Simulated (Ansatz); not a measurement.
# FMg: a scan of the bond length

Computed with Ansatz's Python interface.

The cells in order, each with its output:

**Cell 1**
```python
import ansatz as az
import numpy as np
```

**Cell 2**
```python
GEOMETRY = """
Mg    0.00000    0.00000    0.00000
F     0.00000    0.00000    1.97000
"""
```

**Cell 3**
```python
mol = az.Crystal.molecule()
for line in GEOMETRY.strip().splitlines():
    symbol, *xyz = line.split()
    mol = mol.atom(symbol, [float(v) for v in xyz])
```

**Cell 4**
```python
symbols = [site.symbol for site in mol.cartesian_sites]
start = np.array([site.position_ang for site in mol.cartesian_sites])
axis = (start[1] - start[0]) / np.linalg.norm(start[1] - start[0])
moving = [1]
lengths, energies = [1.67, 1.81, 1.97, 2.17, 2.46, 2.96, 3.55, 4.33], []
for length in lengths:
    xyz = start.copy()
    xyz[moving] += (length - np.linalg.norm(start[1] - start[0])) * axis
    point = az.Crystal.molecule()
    for symbol, place in zip(symbols, xyz):
        point = point.atom(symbol, place.tolist())
    model = point.calculation().basis(gaussian="cc-pVDZ").functional("r2scan0").spin("collinear", total=1)
    data = model.run(threads=1).report
    energies.append(data["free_energy_ev"])
    print(f"r = {length:6.3f} A  E = {energies[-1]:.5f} eV  <S^2> = {abs(data['mean_field']['state']['spin_squared']):.3f}")
```
Output:
```text
r =  1.670 A  E = -8159.81951 eV  <S^2> = 0.750
r =  1.810 A  E = -8159.89338 eV  <S^2> = 0.751
r =  1.970 A  E = -8159.57857 eV  <S^2> = 0.751
r =  2.170 A  E = -8158.93735 eV  <S^2> = 0.752
r =  2.460 A  E = -8157.92854 eV  <S^2> = 0.758
r =  2.960 A  E = -8156.65801 eV  <S^2> = 0.811
r =  3.550 A  E = -8156.00435 eV  <S^2> = 0.800
r =  4.330 A  E = -8155.71846 eV  <S^2> = 0.765
```

**Cell 5**
```python
print("energy above the lowest point (eV):", [round(e - min(energies), 3) for e in energies])
```
Output:
```text
energy above the lowest point (eV): [0.074, 0.0, 0.315, 0.956, 1.965, 3.235, 3.889, 4.175]
```

The lowest point is at 1.810 Å. At the shortest distance (1.67 Å) the energy is 0.07 eV higher, at the longest (4.33 Å) 4.17 eV.

Reading the output:
- The settings weren't tested for convergence.
- The basis set is modest, and single-reference methods fail as a bond breaks.
- The species is open-shell (spin multiplicity 2).
- The expectation value of S² is noticeably off S(S+1) in at least one run, so that state is spin-contaminated.
- The spin state was assumed, and another may lie lower.
- The whole script took 26 s on 1 thread of Arm Neoverse V1, with other jobs on the host, peak memory 0.19 GiB.

(Lines on the test bed's own set-up are left out of the output.)
